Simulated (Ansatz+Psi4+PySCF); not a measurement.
# doublet C₂N: levels of theory in one basis

```xyz
3

N     0.0000    0.0000    0.0000
C     0.0000    1.2950    0.0000
C     0.0000   -1.1950    0.0000
```

Basis set: cc-pVTZ (spherical functions). Correlated methods keep 3 orbitals frozen. Correlation on ROHF uses semicanonical orbitals with singles. Charge 0, multiplicity 2.

Computed with Ansatz (development build ahead of 0.2.0) and Psi4 1.11; each method stands on the lowest determinant of its kind that the runs found.

```tsv
method	E − E(ROHF) (eV)	<S²> of the determinant
ROHF	0.00	0.75
UHF	-0.40	0.85
ROHF-MP2	-11.57	–
```

(1) What does UHF-MP2 give on the same scale?

Answers

(1) -11.35 eV.

Caution for UHF, UHF-MP2: the unrestricted determinant is spin contaminated.
